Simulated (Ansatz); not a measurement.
**H2B–P, H$_{2}$Al–P: atomization energies**

Ansatz 0.2.0, basis cc-pVDZ; geometries are PBE0/def2-TZVP minima. Wave-function levels freeze the cores; HF, MP2 and coupled cluster are restricted for singlets and unrestricted otherwise, atoms included. The reference is CCSDT(Q) (coupled cluster only where its series has nearly closed). An error is the level's value less the reference. None of these values is a measured one. Energies are electronic, without zero-point terms. The set is small: it underbinds, by tens of kJ/mol for each bond, so near ties and functionals' places can change in larger sets. No spin–orbit coupling and no scalar relativity. The species are chosen: bound, without strong static correlation by their natural occupations or amplitudes, in their lowest spin state as far as vertical gaps and like structures tell, and with a ladder that closes on the reference, so errors are smaller than for species at large; levels whose determinant breaks symmetry or spin markedly are left out.

```json
{"species": "H2B–P, triplet", "bonds (Å)": "B–P 1.888, B–H 1.197, angles at B 119/120°", "quantity": "atomization", "symmetry of the states": "A2", "reference": "CCSDT(Q)", "value (kJ/mol)": "939.5", "error HF": "-152.3", "error MP2": "-0.7", "error CCSD": "-9.5", "error CCSD(T)": "-1.4", "error CCSDT": "-0.5"}
{"species": "H2Al–P, triplet", "bonds (Å)": "Al–P 2.334, Al–H 1.588, angles at Al 120/121°", "quantity": "atomization", "symmetry of the states": "A2", "reference": "CCSDT(Q)", "value (kJ/mol)": "681.4", "error HF": "-130.6", "error MP2": "-13.0", "error CCSD": "-7.1", "error CCSD(T)": "-1.4", "error CCSDT": "-0.4"}
```

The reference falls from B to Al, by 258.1 kJ/mol in all.
